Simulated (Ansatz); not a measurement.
A structure drawn as `[CH2]OCF`, with this starting geometry:

```xyz
8

C    -0.5902    0.1906   -1.1063
O     0.4116   -0.5200   -0.5585
C     0.4614   -0.3125    0.8309
F     0.6625    1.0209    1.1316
H    -0.9420    1.0896   -0.6766
H    -0.6474    0.0055   -2.2460
H     1.2056   -0.9234    1.3005
H    -0.5615   -0.5507    1.3244
```

Total charge 0; spin multiplicity 2.

Q: Does it keep its bonds when Ansatz relaxes it at PBE-D4/def2-SVP and then PBE0-D4/def2-TZVP?

A: Yes, every drawn bond is still there and no new one forms.

Q: Give the relaxed structure. (Best estimate.)

A: The calculation gave: 
Z-matrix (Å, degrees):
```
C
O 1 1.379
F 1 1.374 2 110.7
H 1 1.090 2 107.1 3 -117.9
H 1 1.096 2 111.3 3 119.1
C 2 1.357 1 115.5 3 -71.2
H 6 1.083 2 118.5 1 24.7
H 6 1.079 2 113.6 1 178.8
```
All modes are real.

Atoms count as bonded under 1.1 times the sum of their covalent radii (H–H under 0.85 Å, pairs among N, O and F under 1.55 Å), and a drawn bond as lost past 1.3 times.
